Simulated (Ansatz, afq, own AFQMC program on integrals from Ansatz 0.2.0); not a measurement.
Two steps: Ansatz 0.2.0 writes the Fock matrix and Cholesky factors of the valence space, and afq projects on them the lowest state that overlaps trial and start.

```yaml
crystal:
  periodic: [false, false, false]
  atoms:
    - {symbol: Zr, position_ang: [0.000000, 0.000000, 0.000000]}
basis:
  gaussian: {orbitals: def2-TZVPP}
magnetization: {spin_polarized: false}
correlation: {method: ccsd_t, electrons: outside_noble_gas, hamiltonian_folder: ham}
```

```sh
$ ansatz run in.yaml --threads 1 --pin off --events-out ev --progress --plain --max-ram 16896MiB --backend cuda --devices 0, --max-vram 18GiB
```

Options of the walk:

```
--method phaseless --trial cisd --walkers 4000 --populations 20 --least-time 60 --time-step 0.005 --steps-per-block 50 --equilibration-blocks 40 --max-blocks 4000 --target-error 0.00012 --factor-cut 1e-05 --seed 4994 --release-times 0.24,0.6,1.2,2,3,4.2 --release-step 0.04 --release-every 3 --taylor-order 6
```

Times are imaginary, in 1/Eh. The walk had a cap of 174 s. With eight or more populations the least sampling time is a fifth of least-time, and the error comes from their spread. Core potentials past Kr, no spin–orbit coupling.

afq prints:

```
orbitals 52  electrons 2 2  factors 371 of 372
reference energy -46.38027035 Eh
CCSD correlation -0.08290481 Eh in 21 cycles, weight of the determinant in the CISD state 0.7364
energy of the start -46.463176 Eh
 block  time / (1/Eh)  mean weight  energy / Eh
     1     0.250  1.0001  -46.463036
     2     0.500  1.0000  -46.463249
     3     0.750  1.0000  -46.463586
     4     1.000  0.9999  -46.463955
     5     1.250  1.0001  -46.464337
    10     2.500  1.0000  -46.466002
    41    10.250  1.0001  -46.468743
    49    12.250  0.9998  -46.468906
    89    22.250  1.0000  -46.470353
   129    32.250  1.0002  -46.470856
   169    42.250  1.0001  -46.469694
   209    52.250  1.0000  -46.469785
   249    62.250  1.0000  -46.470459
   289    72.250  1.0002  -46.469503
   321    80.250  1.0002  -46.471868
   329    82.250  1.0003  -46.470703
   345    86.250  1.0003  -46.470291
error from the spread of 20 populations
released: time / (1/Eh)  energy / Eh  error  mean overlap
  0.24  -46.470637  0.000113  0.9988
  0.60  -46.471341  0.000115  0.9980
  1.20  -46.472018  0.000110  0.9967
  2.00  -46.473477  0.000601  0.9976
  3.00  -46.473453  0.000180  1.0036
  4.20  -46.473570  0.000229  1.0030
energy -46.470056 +/- 0.000109 Eh
(rows thinned)
```

The run passed its tests (sampling time, drift between the halves within three errors, error under three times the target), which doesn't prove that it has relaxed.

Against this walk (error 3.0 meV) on the same determinant: CCSD(T) 39.9 meV lower, CCSDT(Q) 237.0 meV lower, full CI 237.6 meV lower. The error is statistical and leaves out the bias of the constraint. The released energies have errors that jump between times, so the bars are unsure (meV from the phaseless value at times in 1/Eh: -35 ± 3 at 0.60, -53 ± 3 at 1.20, -93 ± 16 at 2.00, -92 ± 5 at 3.00, -96 ± 6 at 4.20), so they give no level; they do show a bias of the constraint, and the last of them that isn't too noisy lies 142 meV above full CI. Full CI is exact here, so the walk's 238 meV above it is the walk's own error: the bias of the constraint with this trial.

Cautions: constraint bias not in the error; no spin-orbit coupling; outer-core shells of the metal frozen; another spin lies lower (by 737 meV); restricted determinant unstable towards unrestricted (UHF 1.22 eV lower, ⟨S²⟩ 1.40); strong correlation (T1 0.044, weight of the determinant 0.74, largest double 0.30); (T) is large, 10 % of the CCSD correlation; the CCSDT(Q) amplitudes may be one of several solutions (largest double 0.60); CCSDT(Q) on the UHF determinant differs (568 meV lower), perhaps since the unrestricted series falls towards higher spin.

The walk took 2.3 min on 1 × NVIDIA H100 80GB HBM3 with 2 threads of AMD EPYC 7R13 Processor (Zen 3), on a shared host (the card was shared). The log's last line is the phaseless energy.

CCSDT and higher add their correlation energy to the determinant of the CCSD(T) run, since their own runs factorise the integrals more tightly (a shift of under 2 meV). A walk keeps the symmetry of its determinant, which the program's search chose and which needn't be the lowest solution, so a lower state of the same spin and another symmetry isn't excluded.
